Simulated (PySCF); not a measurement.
Molecule: Cyanoformamide (N#CC(N)=O, C2H2N2O).

Mapped SMILES: `[N:1]#[C:2][C:3]([NH2:4])=[O:5]`. Hydrogens are named by the atom that carries them. Ha(N4) is cis to the C=O or C=S heteroatom; Hb(N4) is trans to the C=O or C=S heteroatom.

Spin–spin couplings on one PBE0-D3(BJ)/def2-SVP geometry, PySCF 2.14.0 with density-fitted response routines, gas phase, non-relativistic, equivalent pairs averaged; isotopes $^{15}$N, $^{1}$H, $^{13}$C, $^{17}$O; functional B3LYP.

Task: How do the couplings (Hz) change with the basis set? Times are CPU seconds on shared hosts with different chips, so compare them loosely. Far from the basis limit: 6-31G-J, pcJ-0, 6-31G*, def2-TZVP, cc-pVTZ.

Result: 
| basis set | functions | $^{1}J$(N4,Hb(N4)) | $^{1}J$(N4,Ha(N4)) | $^{1}J$(C2,C3) | $^{1}J$(C3,O5) | $^{1}J$(C3,N4) | $^{1}J$(N1,C2) | $^{2}J$(C2,N4) | core-s |
| --- | --- | --- | --- | --- | --- | --- | --- | --- | --- |
| 6-31G-J | 68 | -103.1 | -100.9 | 96.2 | 41.6 | -25.2 | -5.6 | -18.0 | 4.6 |
| pcJ-0 | 71 | -84.2 | -82.5 | 75.2 | 54.3 | -16.0 | 7.3 | -12.0 | 4.3 |
| 6-31G* | 74 | -90.6 | -91.8 | 102.1 | 4.3 | -27.4 | -17.6 | -11.9 | 10 |
| pcJ-1 | 155 | -99.1 | -97.9 | 99.1 | 25.4 | -25.3 | -16.4 | -17.0 | 14 |
| def2-TZVP | 167 | -92.5 | -90.8 | 98.2 | 28.7 | -25.1 | -12.6 | -18.3 | 27 |
| cc-pVTZ | 178 | -85.3 | -82.8 | 92.1 | 10.9 | -27.1 | -45.5 | -13.8 | 29 |
| aug-cc-pVTZ-J | 270 | -100.6 | -98.7 | 96.5 | 26.1 | -24.6 | -14.4 | -17.6 | 31 |
| pcJ-2 | 303 | -99.5 | -97.7 | 94.9 | 26.1 | -24.1 | -14.9 | -17.3 | 37 |

The Fermi-contact term samples the wavefunction at the nucleus, which is why sets with added tight s functions (names with J) are made for couplings.
